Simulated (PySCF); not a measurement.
PySCF input (wB97M-V/def2-TZVP):

```python
import numpy as np, basis_set_exchange as bse
from pyscf import gto, scf, dft, df

basis = {'H': gto.basis.parse(bse.get_basis('def2-TZVP', elements=['H'], fmt='nwchem')), 'N': gto.basis.parse(bse.get_basis('def2-TZVP', elements=['N'], fmt='nwchem'))}
mol = gto.M(
    atom='''
    N     0.00224146   -0.00382052    0.11155442
    H    -0.00202883    0.95117179   -0.22808750
    H     0.80949996   -0.46442426   -0.29287493
    H    -0.82316134   -0.46000387   -0.25991854
    ''',
    basis=basis,
    charge=0,
    verbose=4,
    max_memory=2160,
)
mf = dft.RKS(mol, xc='wb97m-v')
mf.nlc = 'vv10'
mf = mf.density_fit(auxbasis=df.autoaux(mol))
mf.conv_tol = 1e-9
mf.max_cycle = 100
mf.grids.level = 1
print('smallest overlap eigenvalue', np.linalg.eigvalsh(mol.intor('int1e_ovlp'))[0])
mf.kernel()
dip = mf.dip_moment()
```

Output:

```
PySCF version 2.14.0

[INPUT] verbose = 4
[INPUT] num. atoms = 4
[INPUT] num. electrons = 10
[INPUT] charge = 0
[INPUT] spin (= nelec alpha-beta = 2S) = 0
[INPUT] symmetry False subgroup None
[INPUT] Mole.unit = angstrom
[INPUT] Symbol           X                Y                Z      unit          X                Y                Z       unit  Magmom
[INPUT]  1 N      0.002241460000  -0.003820520000   0.111554420000 AA    0.004235745519  -0.007219736453   0.210807301785 Bohr   0.0
[INPUT]  2 H     -0.002028830000   0.951171790000  -0.228087500000 AA   -0.003833933053   1.797454180512  -0.431022907437 Bohr   0.0
[INPUT]  3 H      0.809499960000  -0.464424260000  -0.292874930000 AA    1.529733222246  -0.877634657004  -0.553453406451 Bohr   0.0
[INPUT]  4 H     -0.823161340000  -0.460003870000  -0.259918540000 AA   -1.555549488930  -0.869281330540  -0.491174855297 Bohr   0.0

nuclear repulsion = 11.935771654522
number of shells = 23
number of NR pGTOs = 70
number of NR cGTOs = 49
basis = {'H': [[0, [34.061341, 0.0060251978], [5.1235746, 0.045021094], [1.1646626, 0.20189726]], [0, [0.32723041, 1.0]], [0, [0.10307241, 1.0]], [1, [0.8, 1.0]]], 'N': [[0, [19730.800647, 0.00021887984991], [2957.8958745, 0.0016960708803], [673.22133595, 0.0087954603538], [190.68249494, 0.035359382605], [62.295441898, 0.11095789217], [22.654161182, 0.24982972552]], [0, [8.9791477428, 0.40623896148], [3.686300237, 0.24338217176]], [0, [0.84660076805, 1.0]], [0, [0.33647133771, 1.0]], [0, [0.13647653675, 1.0]], [1, [49.20038051, 0.0055552416751], [11.346790537, 0.038052379723], [3.4273972411, 0.14953671029], [1.1785525134, 0.3494930523]], [1, [0.41642204972, 0.45843153697]], [1, [0.14260826011, 0.24428771672]], [2, [1.654, 1.0]], [2, [0.469, 1.0]], [3, [1.093, 1.0]]]}
ecp = {}
ETB for N: l = 0, exps = 0.2729530735 * 1.8^n , n = 0..15
ETB for N: l = 1, exps = 0.27908479686 * 1.8^n , n = 0..12
ETB for N: l = 2, exps = 0.28521652022 * 1.8^n , n = 0..11
ETB for N: l = 3, exps = 0.6116082601099999 * 2.2^n , n = 0..6
ETB for N: l = 4, exps = 0.938 * 2.2^n , n = 0..2
ETB for H: l = 0, exps = 0.20614482 * 1.8^n , n = 0..10
ETB for H: l = 1, exps = 0.90307241 * 2^n , n = 0..2
ETB for H: l = 2, exps = 1.6 * 2.2^n , n = 0..0
smallest overlap eigenvalue 0.0049709374754397925

******** <class 'pyscf.df.df_jk.DFRKS'> ********
method = DFRKS
initial guess = minao
damping factor = 0
level_shift factor = 0
DIIS = <class 'pyscf.scf.diis.CDIIS'>
diis_start_cycle = 1
diis_space = 8
diis_damp = 0
SCF conv_tol = 1e-09
SCF conv_tol_grad = None
SCF max_cycles = 100
direct_scf = False
XC library pyscf.dft.libxc version 7.1.2
    S. Lehtola, C. Steigemann, M. J. T. Oliveira, and M. A. L. Marques,  SoftwareX 7, 1–5 (2018)
XC functionals = wb97m-v
    N. Mardirossian and M. Head-Gordon,  J. Chem. Phys. 144, 214110 (2016)
radial grids:
    Treutler-Ahlrichs [JCP 102, 346 (1995); DOI:10.1063/1.469408] (M4) radial grids

becke partition: Becke, JCP 88, 2547 (1988); DOI:10.1063/1.454033
pruning grids: <function nwchem_prune>
grids dens level: 1
symmetrized grids: False
atomic radii adjust function: <function treutler_atomic_radii_adjust>
** Following is NLC and NLC Grids **
NLC functional = vv10
radial grids:
    Treutler-Ahlrichs [JCP 102, 346 (1995); DOI:10.1063/1.469408] (M4) radial grids

becke partition: Becke, JCP 88, 2547 (1988); DOI:10.1063/1.454033
pruning grids: <function nwchem_prune>
grids dens level: 3
symmetrized grids: False
atomic radii adjust function: <function treutler_atomic_radii_adjust>
small_rho_cutoff = 0
Set gradient conv threshold to 3.16228e-05
Initial guess from minao.
tot grids = 12536
tot grids = 43328
******** <class 'pyscf.df.df.DF'> ********
auxbasis = {'N': [[0, [np.float64(1841.5162920674575), 1]], [0, [np.float64(1023.0646067041431), 1]], [0, [np.float64(568.3692259467462), 1]], [0, [np.float64(315.76068108152566), 1]], [0, [np.float64(175.42260060084755), 1]], [0, [np.float64(97.4570003338042), 1]], [0, [np.float64(54.14277796322455), 1]], [0, [np.float64(30.079321090680306), 1]], [0, [np.float64(16.710733939266838), 1]], [0, [np.float64(9.283741077370465), 1]], [0, [np.float64(5.15763393187248), 1]], [0, [np.float64(2.8653521843735996), 1]], [0, [np.float64(1.591862324652), 1]], [0, [np.float64(0.88436795814), 1]], [0, [np.float64(0.49131553229999997), 1]], [0, [np.float64(0.2729530735), 1]], [1, [np.float64(322.8540510865976), 1]], [1, [np.float64(179.3633617147764), 1]], [1, [np.float64(99.64631206376468), 1]], [1, [np.float64(55.35906225764705), 1]], [1, [np.float64(30.75503458758169), 1]], [1, [np.float64(17.086130326434272), 1]], [1, [np.float64(9.492294625796816), 1]], [1, [np.float64(5.273497014331565), 1]], [1, [np.float64(2.929720563517536), 1]], [1, [np.float64(1.6276225352875202), 1]], [1, [np.float64(0.9042347418264), 1]], [1, [np.float64(0.502352634348), 1]], [1, [np.float64(0.27908479686), 1]], [2, [np.float64(183.3041228287053), 1]], [2, [np.float64(101.83562379372516), 1]], [2, [np.float64(56.57534655206953), 1]], [2, [np.float64(31.430748084483074), 1]], [2, [np.float64(17.461526713601707), 1]], [2, [np.float64(9.70084817422317), 1]], [2, [np.float64(5.38936009679065), 1]], [2, [np.float64(2.994088942661472), 1]], [2, [np.float64(1.6633827459230401), 1]], [2, [np.float64(0.9241015255128), 1]], [2, [np.float64(0.513389736396), 1]], [2, [np.float64(0.28521652022), 1]], [3, [np.float64(69.34408581687885), 1]], [3, [np.float64(31.520039007672203), 1]], [3, [np.float64(14.327290458032818), 1]], [3, [np.float64(6.512404753651281), 1]], [3, [np.float64(2.9601839789324), 1]], [3, [np.float64(1.345538172242), 1]], [3, [np.float64(0.6116082601099999), 1]], [4, [np.float64(4.53992), 1]], [4, [np.float64(2.0636), 1]], [4, [np.float64(0.938), 1]]], 'H': [[0, [np.float64(73.60333237483039), 1]], [0, [np.float64(40.8907402082391), 1]], [0, [np.float64(22.71707789346617), 1]], [0, [np.float64(12.620598829703427), 1]], [0, [np.float64(7.011443794279681), 1]], [0, [np.float64(3.8952465523776008), 1]], [0, [np.float64(2.164025862432), 1]], [0, [np.float64(1.2022365902400003), 1]], [0, [np.float64(0.6679092168), 1]], [0, [np.float64(0.37106067600000003), 1]], [0, [np.float64(0.20614482), 1]], [1, [np.float64(3.61228964), 1]], [1, [np.float64(1.80614482), 1]], [1, [np.float64(0.90307241), 1]], [2, [np.float64(1.6), 1]]]}
Create RSH-DF object <pyscf.df.df.DF object> for omega=0.3
******** <class 'pyscf.df.df.DF'> ********
auxbasis = auxmol.basis = {'N': [[0, [np.float64(1841.5162920674575), 1]], [0, [np.float64(1023.0646067041431), 1]], [0, [np.float64(568.3692259467462), 1]], [0, [np.float64(315.76068108152566), 1]], [0, [np.float64(175.42260060084755), 1]], [0, [np.float64(97.4570003338042), 1]], [0, [np.float64(54.14277796322455), 1]], [0, [np.float64(30.079321090680306), 1]], [0, [np.float64(16.710733939266838), 1]], [0, [np.float64(9.283741077370465), 1]], [0, [np.float64(5.15763393187248), 1]], [0, [np.float64(2.8653521843735996), 1]], [0, [np.float64(1.591862324652), 1]], [0, [np.float64(0.88436795814), 1]], [0, [np.float64(0.49131553229999997), 1]], [0, [np.float64(0.2729530735), 1]], [1, [np.float64(322.8540510865976), 1]], [1, [np.float64(179.3633617147764), 1]], [1, [np.float64(99.64631206376468), 1]], [1, [np.float64(55.35906225764705), 1]], [1, [np.float64(30.75503458758169), 1]], [1, [np.float64(17.086130326434272), 1]], [1, [np.float64(9.492294625796816), 1]], [1, [np.float64(5.273497014331565), 1]], [1, [np.float64(2.929720563517536), 1]], [1, [np.float64(1.6276225352875202), 1]], [1, [np.float64(0.9042347418264), 1]], [1, [np.float64(0.502352634348), 1]], [1, [np.float64(0.27908479686), 1]], [2, [np.float64(183.3041228287053), 1]], [2, [np.float64(101.83562379372516), 1]], [2, [np.float64(56.57534655206953), 1]], [2, [np.float64(31.430748084483074), 1]], [2, [np.float64(17.461526713601707), 1]], [2, [np.float64(9.70084817422317), 1]], [2, [np.float64(5.38936009679065), 1]], [2, [np.float64(2.994088942661472), 1]], [2, [np.float64(1.6633827459230401), 1]], [2, [np.float64(0.9241015255128), 1]], [2, [np.float64(0.513389736396), 1]], [2, [np.float64(0.28521652022), 1]], [3, [np.float64(69.34408581687885), 1]], [3, [np.float64(31.520039007672203), 1]], [3, [np.float64(14.327290458032818), 1]], [3, [np.float64(6.512404753651281), 1]], [3, [np.float64(2.9601839789324), 1]], [3, [np.float64(1.345538172242), 1]], [3, [np.float64(0.6116082601099999), 1]], [4, [np.float64(4.53992), 1]], [4, [np.float64(2.0636), 1]], [4, [np.float64(0.938), 1]]], 'H': [[0, [np.float64(73.60333237483039), 1]], [0, [np.float64(40.8907402082391), 1]], [0, [np.float64(22.71707789346617), 1]], [0, [np.float64(12.620598829703427), 1]], [0, [np.float64(7.011443794279681), 1]], [0, [np.float64(3.8952465523776008), 1]], [0, [np.float64(2.164025862432), 1]], [0, [np.float64(1.2022365902400003), 1]], [0, [np.float64(0.6679092168), 1]], [0, [np.float64(0.37106067600000003), 1]], [0, [np.float64(0.20614482), 1]], [1, [np.float64(3.61228964), 1]], [1, [np.float64(1.80614482), 1]], [1, [np.float64(0.90307241), 1]], [2, [np.float64(1.6), 1]]]}
init E= -56.4018334647242
  HOMO = -0.330348096201458  LUMO = 0.0538434628981612  gap/eV = 10.45438
cycle= 1 E= -56.5257785744308  delta_E= -0.124  |g|= 0.305  |ddm|= 1.11
  HOMO = -0.30226422309628  LUMO = 0.0951520878505363  gap/eV = 10.81425
cycle= 2 E= -56.5349009506962  delta_E= -0.00912  |g|= 0.265  |ddm|= 0.293
  HOMO = -0.370306645850416  LUMO = 0.0884823573948061  gap/eV = 12.48428
cycle= 3 E= -56.5480338911801  delta_E= -0.0131  |g|= 0.0209  |ddm|= 0.119
  HOMO = -0.368354013176475  LUMO = 0.0902901833732379  gap/eV = 12.48034
cycle= 4 E= -56.5481317444167  delta_E= -9.79e-05  |g|= 0.00473  |ddm|= 0.0146
  HOMO = -0.369060865936955  LUMO = 0.0899409205431212  gap/eV = 12.49007
cycle= 5 E= -56.5481398599731  delta_E= -8.12e-06  |g|= 0.000527  |ddm|= 0.00517
  HOMO = -0.369051758100792  LUMO = 0.0898969496857056  gap/eV = 12.48863
cycle= 6 E= -56.5481400152194  delta_E= -1.55e-07  |g|= 5.31e-05  |ddm|= 0.000973
  HOMO = -0.369048845481412  LUMO = 0.0898943793213647  gap/eV = 12.48848
cycle= 7 E= -56.5481400175314  delta_E= -2.31e-09  |g|= 8.99e-06  |ddm|= 0.000174
  HOMO = -0.369048964967323  LUMO = 0.0898942487388084  gap/eV = 12.48848
cycle= 8 E= -56.5481400176202  delta_E= -8.88e-11  |g|= 1.78e-06  |ddm|= 4.75e-05
  HOMO = -0.369048767739667  LUMO = 0.0898941889940872  gap/eV = 12.48847
Extra cycle  E= -56.5481400176237  delta_E= -3.47e-12  |g|= 7.96e-07  |ddm|= 7.85e-06
converged SCF energy = -56.5481400176237
Dipole moment(X, Y, Z, Debye): -0.03367,  0.05743, -1.67527
```
